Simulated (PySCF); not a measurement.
# Structure from NMR data

Molecular formula: C3H5N3. Simulated spectra:

1H NMR (300 MHz, computed): δ 8.91 (br s, 1H), 7.21 (m, 1H), 6.93 (m, 1H), 2.72 (br s, 2H).

13C{1H} NMR (computed): δ 137.5 (C), 131.2 (CH), 113.8 (CH).

One averaged value for each set of equivalent atoms, relativity neglected, one computed conformer, gas phase. Geometry: GFN2-xTB; NMR shieldings at PBE0/pcSseg-1/GIAO; PySCF 2.14.

Referencing at the same level of theory: 1H (31.72 ppm), 13C (186.93 ppm) against TMS.

Q: Which candidate is it?
A. Cn1nccn1
B. Cn1cncn1
C. Nc1cn[nH]c1

A: C. 

- The formula gives 3 degrees of unsaturation (1 ring in the answer).
- 3 carbon signals for 3 carbons: no two carbons are equivalent.
- Carbon types of the structure: 1 × C, 2 × CH, leaving 3 H on heteroatoms.
- δC 137.5: aromatic carbon bearing nitrogen; the electronegative substituent deshields the carbon that carries it.
- δC 131.2, 113.8: aromatic CH next to a ring nitrogen.
- δH 8.91: hydrogen on a pyrrole-type ring nitrogen; exchangeable; this is the value without hydrogen bonding to other molecules.
- δH 7.21, 6.93: hydrogen on an aromatic CH next to a ring nitrogen.
- δH 2.72: hydrogen on an aniline-type nitrogen; exchangeable; this is the value without hydrogen bonding to other molecules.

The others: Cn1nccn1 would give 2 carbon signals, not 3; Cn1cncn1 would give 3 signals for carbon-bound and other non-exchanging H, not 2.

Exchangeable OH/NH protons stand at their gas-phase positions; hydrogen bonding in a real sample shifts them, mostly to higher δ. Shifts are as computed. Against solution values, carbons near 30 ppm lie about +3 ppm off and those near 130 ppm about +5 ppm (rms about the fit 2.1 ppm; single classes can miss by 10 ppm). Of 1328 compounds with measured shifts, 309 miss one by over three times the rms of a fit or turn the order of signals round; such compounds aren't used in these exercises. Signals without a measured value on file couldn't be tested in this way; 1H shifts scatter by 0.2 ppm about their fit, and single ones miss by 0.5 ppm. No couplings were computed; multiplicities are counted from neighbouring protons, with m where these are inequivalent, close in shift, in a saturated or five-membered ring or joined by F or P, and br s for small geminal =CH2 splittings.
